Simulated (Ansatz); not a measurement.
System: C₄H₅ (charge 0, doublet). It need not be the lowest isomer of its formula. SMILES: [CH]1C=CC1
Structure (B3LYP-D3(BJ)/def2-TZVP (Ansatz, a program for electronic structure) minimum search):
```xyz
9

C      0.0104    -0.7333     0.7405
C     -0.1536     0.6505     0.7726
C      0.1554    -0.7767    -0.6451
C     -0.0106     0.7416    -0.7489
H      0.0213    -1.4944     1.5091
H     -0.3171     1.3823     1.5486
H      0.3196    -1.5575    -1.3716
H      0.8622     1.2907    -1.1113
H     -0.8961     1.0863    -1.2889
```
Charge 0, spin multiplicity 2.

Parts of the frozen-core correlation energy in STO-3G (Ansatz, hartree). Frozen orbitals: 4; correlated occupied orbitals by spin: 11 and 10; virtual: 10 and 11. UHF or UKS for open shells. No spin-orbit coupling. Non-relativistic.

```tsv
term	value
reference (HF)	-152.42843
MP2 opposite-spin	-0.14956
MP2 same-spin	-0.02645
CCSD correlation	-0.24846
(T)	-0.00306
T1 diagnostic	0.034
largest doubles amplitude	0.173
<S^2> of the reference	1.094
```
